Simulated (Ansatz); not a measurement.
System: hcp Ti. Method: LDA in Ansatz (PAW).

Numerical settings: plane-wave cutoff 520 eV, 24×24×12 k mesh (along the axes of the cell as run), Fermi–Dirac smearing 0.05 eV, no spin polarisation, scalar-relativistic PAW data made under PBE.

The cell is scaled about its equilibrium volume:

Shape and atoms are relaxed at each volume.

```tsv
V (Å³/atom)	P (GPa)	c (Å)	a (Å)
15.461	5.55	4.478	2.824
15.783	2.65	4.505	2.844
16.105	0.00	4.534	2.864
16.427	-2.42	4.562	2.884
16.749	-4.64	4.590	2.903
```

Note: the bulk modulus comes from volumes at which shape and atoms were relaxed.

Ansatz is a program for electronic structure.
